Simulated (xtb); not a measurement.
H3N, triplet, geometry from GFN2-xTB of the parent state (a higher spin typed on purpose: for a closed-shell molecule this is an excited state); xtb with GFN2-xTB.

xtb was given this input:
```
$ xtb mol.xyz --gfn 2 --chrg 0 --uhf 2 --json

# file mol.xyz
4

N     -0.00088861     0.00220129     0.11002386
H      0.01587655     0.93846578    -0.27548989
H      0.81249024    -0.48875726    -0.24050098
H     -0.82214652    -0.46511757    -0.25417613
```

The log (banner, timings and long lists left out):

```
   ID    Z sym.   atoms
    1    7 N      1
    2    1 H      2-4

           -------------------------------------------------
          |                Calculation Setup                |
           -------------------------------------------------

           -------------------------------------------------
          |                 G F N 2 - x T B                 |
           -------------------------------------------------

          ...................................................
          :                      SETUP                      :
          :.................................................:
          :  # basis functions                   7          :
          :  # atomic orbitals                   7          :
          :  # shells                            5          :
          :  # electrons                         8          :
          :  max. iterations                   250          :
          :  Hamiltonian                  GFN2-xTB          :
          :  restarted?                      false          :
          :  GBSA solvation                  false          :
          :  PC potential                    false          :
          :  electronic temp.          300.0000000     K    :
          :  accuracy                    1.0000000          :
          :  -> integral cutoff          0.2500000E+02      :
          :  -> integral neglect         0.1000000E-07      :
          :  -> SCF convergence          0.1000000E-05 Eh   :
          :  -> wf. convergence          0.1000000E-03 e    :
          :  Broyden damping             0.4000000          :
          :  net charge                          0          :
          :  unpaired electrons                  2          :
          ...................................................

 iter      E             dE          RMSdq      gap      omega  full diag
   1     -3.9494931 -0.394949E+01  0.675E+00    4.23       0.0  T
   2     -3.9947323 -0.452392E-01  0.263E+00    4.02       1.0  T
   3     -3.9980314 -0.329914E-02  0.104E+00    3.95       1.0  T
   4     -3.9980305  0.883625E-06  0.134E-01    3.94       1.0  T
   5     -3.9980443 -0.137482E-04  0.256E-02    3.95       2.0  T
   6     -3.9980444 -0.121720E-06  0.630E-03    3.95       7.9  T
   7     -3.9980444 -0.388297E-07  0.110E-03    3.95      45.3  T
   8     -3.9980444 -0.451156E-09  0.187E-05    3.95    2679.6  T
   9     -3.9980444 -0.341061E-12  0.947E-06    3.95    5278.1  T

   *** convergence criteria satisfied after 9 iterations ***

 transition dipole moment (au) for excitation:           4           5
     X       Y       Z
  -0.0010   0.0025   0.1232  total (au/Debye):    0.123   0.313
 dE (eV)             :   14.114
 oscillator strength :  0.74247E-02

         :::::::::::::::::::::::::::::::::::::::::::::::::::::
         ::                     SUMMARY                     ::
         :::::::::::::::::::::::::::::::::::::::::::::::::::::
         :: total energy              -3.941898133575 Eh    ::
         :: gradient norm              0.461226309864 Eh/a0 ::
         :: HOMO-LUMO gap              3.947355304155 eV    ::
         ::.................................................::
         :: SCC energy                -3.998044436163 Eh    ::
         :: -> isotropic ES            0.002347170273 Eh    ::
         :: -> anisotropic ES         -0.004555924189 Eh    ::
         :: -> anisotropic XC          0.007602948244 Eh    ::
         :: -> dispersion             -0.000428123400 Eh    ::
         :: repulsion energy           0.056146302588 Eh    ::
         :: add. restraining           0.000000000000 Eh    ::
         :: total charge               0.000000000000 e     ::
         :::::::::::::::::::::::::::::::::::::::::::::::::::::

           -------------------------------------------------
          |                Property Printout                |
           -------------------------------------------------

    * Orbital Energies and Occupations

         #    Occupation            Energy/Eh            Energy/eV
      -------------------------------------------------------------
         1        2.0000           -0.6386607             -17.3788
         2        2.0000           -0.5428969             -14.7730
         3        2.0000           -0.5428969             -14.7730
         4        1.0000           -0.4887917             -13.3007
         5        1.0000            0.0298890               0.8133 (HOMO)
         6                          0.1749516               4.7607 (LUMO)
         7                          0.1749516               4.7607
      -------------------------------------------------------------
                  HL-Gap            0.1450626 Eh            3.9474 eV
             Fermi-level           -0.2065537 Eh           -5.6206 eV

     #   Z          covCN         q      C6AA      α(0)
     1   7 N        2.580    -0.204    25.463     7.494
     2   1 H        0.860     0.068     2.121     2.281
     3   1 H        0.860     0.068     2.121     2.281
     4   1 H        0.860     0.068     2.121     2.281

 Mol. C6AA /au·bohr⁶  :         88.329983
 Mol. C8AA /au·bohr⁸  :       1507.405547
 Mol. α(0) /au        :         14.337742

Wiberg/Mayer (AO) data.
largest (>0.10) Wiberg bond orders for each atom

 ---------------------------------------------------------------------------
     #   Z sym  total        # sym  WBO       # sym  WBO       # sym  WBO
 ---------------------------------------------------------------------------
     1   7 N    2.302 --     4 H    0.767     3 H    0.767     2 H    0.767
     2   1 H    0.949 --     1 N    0.767
     3   1 H    0.949 --     1 N    0.767
     4   1 H    0.949 --     1 N    0.767
 ---------------------------------------------------------------------------

Topologies differ in total number of bonds
Writing topology from bond orders to xtbtopo.mol

molecular dipole:
                 x           y           z       tot (Debye)
 q only:        0.001      -0.003      -0.142
   full:        0.000      -0.001      -0.058       0.147
molecular quadrupole (traceless):
                xx          xy          yy          xz          yz          zz
 q only:        0.143       0.000       0.143       0.003      -0.009      -0.286
  q+dip:       -0.027      -0.000      -0.027      -0.001       0.002       0.054
   full:       -0.085      -0.000      -0.085      -0.002       0.005       0.170

           -------------------------------------------------
          | TOTAL ENERGY               -3.941898133575 Eh   |
          | GRADIENT NORM               0.461226309864 Eh/α |
          | HOMO-LUMO GAP               3.947355304155 eV   |
           -------------------------------------------------

normal termination of xtb
```
